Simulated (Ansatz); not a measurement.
**doublet PF(+): levels of theory in one basis**

```
atom   x (Å)   y (Å)    z (Å)
   P  0.0000  0.0000  -0.8301
   F  0.0000  0.0000   0.8301
```

Basis set: def2-SVP (spherical functions). Correlated methods keep 6 orbitals frozen. Correlation on ROHF uses semicanonical orbitals with singles. Charge 1, multiplicity 2.

Computed with Ansatz (development build ahead of 0.2.0); each method stands on the lowest determinant of its kind that the runs found.

```
      method  E − E(ROHF) (eV)  <S²> of the determinant
        ROHF              0.00                        –
         UHF             -0.14                     0.76
    ROHF-MP2             -7.43                        –
     UHF-MP2             -7.42                     0.76
ROHF-CCSD(T)             -8.09                        –
 UHF-CCSD(T)             -8.09                     0.76
```
